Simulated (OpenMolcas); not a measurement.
**C2H6B (SMILES B[CH]C): levels of theory compared**

Aim: a comparison of 6 runs (UHF/STO-3G, UHF/3-21G, UHF/6-31++G**, UB3LYP/6-31G*, UTPSS/6-31G*, UPBE/6-311G**) of C2H6B. 

The results are computed with OpenMolcas 26.06.

1 further run of the same task is left out (set aside as unsound or not needed).

### Step 1. The molecule

The species is C2H6B (9 atoms), meant as a doublet with charge 0. As SMILES, `B[CH]C`. Geometry: relaxed at GFN2-xTB.

Bond lengths: B1–C2 1.509 Å, C2–C3 1.478 Å, B1–H4 1.174 Å, B1–H5 1.172 Å, C2–H6 1.086 Å, C3–H7 1.087 Å, C3–H8 1.094 Å, C3–H9 1.094 Å. Some angles: B1–C2–C3 125.6°, B1–C2–H6 121.3°, C3–C2–H6 113.1°, C2–B1–H4 120.0°, C2–B1–H5 120.0°, C2–C3–H7 111.9°, C2–C3–H8 110.3°, C2–C3–H9 110.5°, H4–B1–H5 120.0°, H7–C3–H8 109.2°.

### Step 2. Energy and forces at UHF/STO-3G (run 1)

File struct.xyz:

```xyz
9

B     -0.786130     0.737560    -1.043860
C      0.212100     0.495400     0.062070
C      0.460780    -0.799840     0.728680
H     -1.314090    -0.170770    -1.566770
H     -1.034110     1.832180    -1.381310
H      0.831850     1.298890     0.448340
H     -0.168170    -1.589660     0.326660
H      1.511020    -1.087000     0.620420
H      0.286740    -0.716760     1.805780
```

File mol.input:

```
* C2H6B Hartree-Fock

&GATEWAY
  BASLIB = $CurrDir
  COORD = struct.xyz
  BASIS = STO-3G
  GROUP = NoSym

&SEWARD

&SCF
  UHF
  SPIN = 2
  THRESHOLDS = 1e-10 1e-07 1e-07 1e-05
  PRORBITALS = 1 1

&ALASKA
```

The basis set STO-3G is read from a file made from the Basis Set Exchange's data (not shown).

Command:

```bash
$ export MOLCAS_MEM=1860
$ pymolcas mol.input > mol.log
```

Standard output:

```text
--- Start Module: gateway ---
[...]
--- Stop Module: gateway /rc=_RC_ALL_IS_WELL_ ---
[...]
      Basis functions           21
[...]
--- Start Module: scf ---
[...]
       Convergence after  13 Iterations
[...]
::    Total SCF energy                               -102.6202018558
[...]
      Total spin, S                                     0.5046377795
[...]
      Total electronic charge=   23.000000
      Total            charge=   -0.000000
[...]
      Dipole Moment (debye):
      Origin of the operator (angstrom)=   -0.0114    0.0982   -0.0426
                   X=  5.8799E-01               Y= -2.2845E-01               Z=  6.8062E-01           Total=  9.2799E-01
      Quadrupole Moment (debye*angstrom):
[...]
 *              Molecular gradients               *
 **************************************************
  Irreducible representation: a
 ------------------------------------------------------------------------------------------
                              X                       Y                       Z
 ------------------------------------------------------------------------------------------
  B1                1.01832150892696E-02   -2.97555421943585E-03    1.18970330940429E-02
  C2               -1.38194133367109E-03   -2.72422581342684E-02    6.69344172265102E-03
  C3               -1.10422785894451E-02    2.88497663557585E-02   -1.88325045006086E-02
  H4               -2.39835769949903E-03   -7.83997455530505E-03   -3.82674300322372E-03
  H5               -1.32753797479412E-03    8.02735475353700E-03   -4.11850658999735E-04
  H6                1.41494289402222E-03   -2.94044207832966E-03    8.12311587367054E-04
  H7               -2.21963169641182E-03    5.72837606315435E-04   -2.24967052509573E-03
  H8                4.62975076714489E-03    1.71790110719838E-03    1.53878877294647E-03
[...]
```

Run time: 1.3 s. Hardware: 1 thread of Intel Xeon 6975P-C (Granite Rapids), shared host; peak memory 0.37 GiB.

### Step 3. Energy and forces at UHF/3-21G (run 2)

File job.input:

```
&GATEWAY
 BasLib = $CurrDir
 Coord
 9
 angstrom
 B       -0.786130       0.737560      -1.043860
 C        0.212100       0.495400       0.062070
 C        0.460780      -0.799840       0.728680
 H       -1.314090      -0.170770      -1.566770
 H       -1.034110       1.832180      -1.381310
 H        0.831850       1.298890       0.448340
 H       -0.168170      -1.589660       0.326660
 H        1.511020      -1.087000       0.620420
 H        0.286740      -0.716760       1.805780
 Basis = 3-21G
 Group = NoSym

&SEWARD

&SCF
 UHF
 Spin = 2
 Thresholds = 1e-10 1e-07 1e-07 1e-05
 PrOrbitals = 1 2

&ALASKA
```

The basis set 3-21G is read from a file made from the Basis Set Exchange's data (not shown).

Command:

```bash
$ export MOLCAS_MEM=1860
$ pymolcas job.input > job.log
```

Standard output:

```text
--- Start Module: gateway ---
[...]
--- Stop Module: gateway /rc=_RC_ALL_IS_WELL_ ---
[...]
      Basis functions           39
[...]
--- Start Module: scf ---
[...]
       Convergence after  16 Iterations
[...]
::    Total SCF energy                               -103.2832272404
[...]
      Total spin, S                                     0.5037297025
[...]
      Total electronic charge=   23.000000
      Total            charge=   -0.000000
[...]
      Dipole Moment (debye):
      Origin of the operator (angstrom)=   -0.0114    0.0982   -0.0426
                   X=  8.4580E-01               Y= -3.6527E-01               Z=  9.9121E-01           Total=  1.3533E+00
      Quadrupole Moment (debye*angstrom):
[...]
 *              Molecular gradients               *
 **************************************************
  Irreducible representation: a
 ------------------------------------------------------------------------------------------
                              X                       Y                       Z
 ------------------------------------------------------------------------------------------
  B1                8.32492906222448E-04   -2.18753860300236E-03    1.66572532518838E-03
  C2               -9.91067630962550E-03   -1.52447197736651E-02   -6.03759794009828E-03
  C3               -4.92719868220615E-03    1.66239625036750E-02   -8.82137136177819E-03
  H4                5.64545950085193E-03    6.88226557735439E-03    4.10014025088978E-03
  H5                2.62543098575785E-03   -8.75870632394804E-03    4.93639432880233E-03
  H6                4.21077987397123E-03    2.99251861650252E-04    2.84916104922994E-03
  H7               -3.03725914848241E-03   -7.31394987281586E-04   -2.67588748233094E-03
  H8                3.68922137690131E-03    1.41183265781597E-03    3.24900097264935E-04
[...]
```

It took 1.4 s on 1 thread of Intel Xeon 6975P-C (Granite Rapids), shared host; peak memory 0.37 GiB.

Run 3 isn't shown in full; the table further down has it.

### Step 4. Energy and forces at UB3LYP/6-31G(d) (spherical functions) (run 4)

File job.inp:

```
* C2H6B Kohn-Sham DFT

&GATEWAY
 BasLib=$CurrDir
 Coord
 9
 angstrom
 B       -0.786130       0.737560      -1.043860
 C        0.212100       0.495400       0.062070
 C        0.460780      -0.799840       0.728680
 H       -1.314090      -0.170770      -1.566770
 H       -1.034110       1.832180      -1.381310
 H        0.831850       1.298890       0.448340
 H       -0.168170      -1.589660       0.326660
 H        1.511020      -1.087000       0.620420
 H        0.286740      -0.716760       1.805780
 Basis=6-31Gs
 Group=NoSym

&SEWARD
 GridInput
 Grid=UltraFine
 End of Grid

&SCF
 UHF
 Spin=2
 KSDFT=B3LYP
 Thresholds=1e-10 1e-07 1e-07 1e-05
 PrOrbitals=1 1

&ALASKA
```

The basis set 6-31G* is read from a file made from the Basis Set Exchange's data (not shown).

Command:

```bash
$ export MOLCAS_MEM=1860
$ pymolcas job.inp > job.log
```

Standard output:

```text
--- Start Module: gateway ---
[...]
--- Stop Module: gateway /rc=_RC_ALL_IS_WELL_ ---
[...]
      Basis functions           54
[...]
--- Start Module: scf ---
[...]
       Convergence after  14 Iterations
[...]
::    Total KS-DFT energy                            -104.6091062683
[...]
      Total spin, S                                     0.5012466365
[...]
      Total electronic charge=   23.000000
      Total            charge=   -0.000000
[...]
      Dipole Moment (debye):
      Origin of the operator (angstrom)=   -0.0114    0.0982   -0.0426
                   X=  1.1158E+00               Y= -5.5764E-01               Z=  1.3254E+00           Total=  1.8201E+00
      Quadrupole Moment (debye*angstrom):
[...]
 *              Molecular gradients               *
 **************************************************
  Irreducible representation: a
 ------------------------------------------------------------------------------------------
                              X                       Y                       Z
 ------------------------------------------------------------------------------------------
  B1               -2.91501884564038E-03   -1.64568797178433E-03   -2.28739640292508E-03
  C2               -2.59174245032567E-03   -1.10577111519472E-03   -2.47548936384312E-03
  C3                4.87190080905586E-04    1.44032474743527E-03    3.82669042063188E-04
  H4                6.36983450062512E-03    9.78256545191702E-03    5.30228404329258E-03
  H5                3.01694912474659E-03   -1.17670408871429E-02    4.79897467180990E-03
  H6               -1.82902959941877E-03   -5.55779014373847E-03   -9.79525297230999E-04
  H7                1.80115152478932E-03    4.89267618983691E-03    5.21911191348146E-04
  H8               -4.83489602131604E-03    2.90118874846712E-03   -2.89266612682026E-04
[...]
```

It took 21 s on 1 thread of Intel Xeon 6975P-C (Granite Rapids), shared host; peak memory 0.39 GiB.

Run 5 isn't shown in full; the table further down has it.

### Step 5. Energy and gradient at UPBE/6-311G(d,p) (run 6)

File input.xyz:

```xyz
9

B     -0.786130     0.737560    -1.043860
C      0.212100     0.495400     0.062070
C      0.460780    -0.799840     0.728680
H     -1.314090    -0.170770    -1.566770
H     -1.034110     1.832180    -1.381310
H      0.831850     1.298890     0.448340
H     -0.168170    -1.589660     0.326660
H      1.511020    -1.087000     0.620420
H      0.286740    -0.716760     1.805780
```

File calc.inp:

```
&GATEWAY
  BASLIB
  $CurrDir
  COORD
  input.xyz
  BASIS
  6-311Gss
  GROUP
  NoSym

&SEWARD
  GRIDINPUT
  Grid=UltraFine
  End of Grid

&SCF
  UHF
  SPIN
  2
  KSDFT
  PBE
  THRESHOLDS
  1e-10 1e-07 1e-07 1e-05
  PRORBITALS
  1 2

&ALASKA
```

The basis set 6-311G** is read from a file made from the Basis Set Exchange's data (not shown).

Command:

```bash
$ export MOLCAS_MEM=1860
$ pymolcas calc.inp > calc.log
```

Standard output:

```text
--- Start Module: gateway ---
[...]
--- Stop Module: gateway /rc=_RC_ALL_IS_WELL_ ---
[...]
      Basis functions           90
[...]
--- Start Module: scf ---
[...]
       Convergence after  14 Iterations
[...]
::    Total KS-DFT energy                            -104.4603761189
[...]
      Total spin, S                                     0.5013079472
[...]
      Total electronic charge=   23.000000
      Total            charge=   -0.000000
[...]
      Dipole Moment (debye):
      Origin of the operator (angstrom)=   -0.0114    0.0982   -0.0426
                   X=  1.2091E+00               Y= -6.7255E-01               Z=  1.4610E+00           Total=  2.0121E+00
      Quadrupole Moment (debye*angstrom):
[...]
 *              Molecular gradients               *
 **************************************************
  Irreducible representation: a
 ------------------------------------------------------------------------------------------
                              X                       Y                       Z
 ------------------------------------------------------------------------------------------
  B1               -4.16105923463261E-03   -1.31334409518313E-03   -3.68829182377839E-03
  C2               -1.27455472649829E-03    4.15913923588640E-03   -2.68238120002040E-03
  C3                3.38346946574042E-03   -2.59482556161217E-03    3.82089903590987E-03
  H4                6.97907260012354E-03    1.19237119274818E-02    6.41059471992422E-03
  H5                3.56084927061628E-03   -1.39927373401378E-02    4.92708920332230E-03
  H6               -4.36835034025251E-03   -8.56067619120937E-03   -2.04214006432868E-03
  H7                3.84462244713846E-03    6.95124751789722E-03    1.96834992982420E-03
  H8               -8.12433344839336E-03    2.97592306752992E-03   -5.06719348397494E-04
[...]
```

Run time: 37 s. Hardware: 1 thread of Intel Xeon 6975P-C (Granite Rapids), shared host; peak memory 0.49 GiB.

### Step 6. Overview of the runs

```
run                                                                               level  integral approximation  SCF convergence threshold  energy (Eh)  dipole moment (D)  HOMO energy (eV)  LUMO energy (eV)  wall time
  1                                                                          UHF/STO-3G                    none                      1e-10  -102.620202               0.93             -8.86              4.88      1.3 s
  2                                                                           UHF/3-21G                    none                      1e-10  -103.283227               1.35             -9.97              1.36      1.4 s
  3  UHF/6-31++G** (Cholesky decomposition, spherical functions, PCM dimethylsulfoxide)               CD medium                          –  -103.875012               1.53             -9.72              0.94    2.9 min
  4                                                 UB3LYP/6-31G* (spherical functions)                    none                      1e-10  -104.609106               1.82             -6.55             -3.23       21 s
  5                                                  UTPSS/6-31G* (spherical functions)                    none                      1e-10  -104.626948               1.89             -5.80             -3.84       30 s
  6                                                                       UPBE/6-311G**                    none                      1e-10  -104.460376               2.01             -5.90             -4.38       37 s
```

### Step 7. Outcome

```
                                 quantity          value
                      run 6: total energy  -104.46038 Eh
                     run 6: dipole moment         2.01 D
run 6: HOMO energy (highest over α and β)       -5.90 eV
 run 6: LUMO energy (lowest over α and β)       -4.38 eV
                              run 6: ⟨S²⟩          0.753
          run 6: largest force on an atom     0.785 eV/Å
```

What this shows: The dipole moment (its size) runs from 0.93 D (UHF/STO-3G) to 2.01 D (UPBE/6-311G**). The two ends differ in method and basis. Totals of different functionals can't be ranked against each other. In run 1 the basis is minimal, so the values are rough. All runs together took 4.4 min, the longest 2.9 min.
